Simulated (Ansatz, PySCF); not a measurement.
Molecule: hydrogen fluoride, HF, net charge 0, singlet state. 
Coordinates optimised at B3LYP-D3(BJ)/def2-TZVP (Ansatz, a first-principles code):
SMILES: F
```xyz
2

F      0.0000     0.0000    -0.0925
H      0.0000     0.0000     0.8321
```
Charge 0, spin multiplicity 1.

PBE beside other levels, property by property. Correlated levels leave the core frozen unless marked. Open shells are spin-unrestricted. No spin-orbit coupling. No relativistic terms. CBS(X,Y): correlation extrapolated as X^-3; Hartree-Fock from the larger set (for Q and 5 zeta extrapolated as (X+1)exp(-9√X)). Rows marked 298 K are enthalpies with B3LYP-D3(BJ) harmonic zero-point and thermal terms from PySCF. Enthalpies of formation rest on the atoms' values in the G2/97 table (older ones for B and Si), with no core term in the frozen-core levels. Vertical energies are electronic, to the SCF solution reached for that spin. Anions need diffuse functions, of which def2-TZVPD holds fewer than the aug- sets. The coupled-cluster column (Ansatz) is a level with limits of its own: (a) CCSD(T)/CBS(aug-cc-pVTZ,aug-cc-pVQZ); (b) CCSD(T)/CBS(cc-pVQZ,cc-pV5Z).

| property | B3LYP-D3(BJ)/def2-TZVPD (Ansatz + dftd3) | wB97M-V/def2-TZVPD (Ansatz) | CCSD(T)/aug-cc-pVTZ (Ansatz) | coupled cluster | measured |
|---|---|---|---|---|---|
| F-H bond dissociation enthalpy, 298 K, to F atom + H atom (kcal/mol) | 133.5 | 134.0 | 134.3 | 136.7 (b) | - |
| vertical ionisation energy to the doublet (eV) | 16.29 | 16.11 | 16.13 | 16.25 (a) | 16.12 |
| deprotonation enthalpy (F-H bond), 298 K, to [F-] + H+ (kcal/mol) | 367.1 | 366.5 | 371.6 | 371.5 (a) | - |
| enthalpy of formation at 298 K by atomisation (kcal/mol) | -62.5 | -63.0 | -63.3 | -65.7 (b) | -65.2 |

Measured values: Active Thermochemical Tables 1.112 (ions: stationary electron), as tabulated in the package chemicals; CCCBDB table in ASE; they hold spin-orbit effects, which all levels lack, and core correlation, which the frozen-core levels lack. This is an older compilation, not checked against later work.

Problem. What does PBE/def2-TZVPD (Ansatz) give for each property, and on which side of the measured value, or else of coupled cluster, does it fall?

Solution. 
- F-H bond dissociation enthalpy, 298 K, to F atom + H atom: PBE lies 0.4 kcal/mol below coupled cluster; PBE gives 136.3 kcal/mol.
- vertical ionisation energy to the doublet: PBE lies 0.17 eV above the measured value; PBE gives 16.29 eV.
- deprotonation enthalpy (F-H bond), 298 K, to [F-] + H+: PBE lies 6.2 kcal/mol below coupled cluster; PBE gives 365.3 kcal/mol.
- enthalpy of formation at 298 K by atomisation: PBE agrees within rounding with the measured value; PBE gives -65.3 kcal/mol.
